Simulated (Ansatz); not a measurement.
## Tetradymite Bi2Te3

All values below come from PBE0 (plane waves, PAW; Ansatz, an electronic-structure program).

Run with plane-wave cutoff 500 eV, 6×6×6 k mesh, gaussian smearing 0.02 eV, scalar-relativistic PAW data made under PBE.

Cell (relaxed with r²SCAN):

Bi2Te3 has the trigonal space group R-3m, hexagonal axes (No. 166), Pearson symbol hR5. Conventional cell: a = 4.419 Å, b = 4.419 Å, c = 32.316 Å, α = 90.00°, β = 90.00°, γ = 120.00°. Bi on 6c has 3 Te at 3.069 Å and 3 Te at 3.274 Å (octahedral). Te1 on 6c sees 3 Bi at 3.069 Å (trigonal pyramidal). Te2 on 3a sees 6 Bi at 3.274 Å (octahedral). (Neighbours: up to the widest gap in distance over summed covalent radii, below 1.35, at either atom; cation-cation and far metal-metal contacts left out.)
(The calculation used a cell of 5 atoms; values per cell refer to that cell.)

| Quantity | Result |
|---|---|
| band gap | 1.56 eV (on the SCF k mesh) |

Note: the cell comes from a level without a dispersion term, which matters for the spacing of layers, chains or molecules; cell and atoms aren't relaxed at this level (largest force component 0.15 eV/Å, pressure -0.8 GPa).

Spin–orbit coupling is not included; with these elements it can move the gap by several tenths of an eV or more.
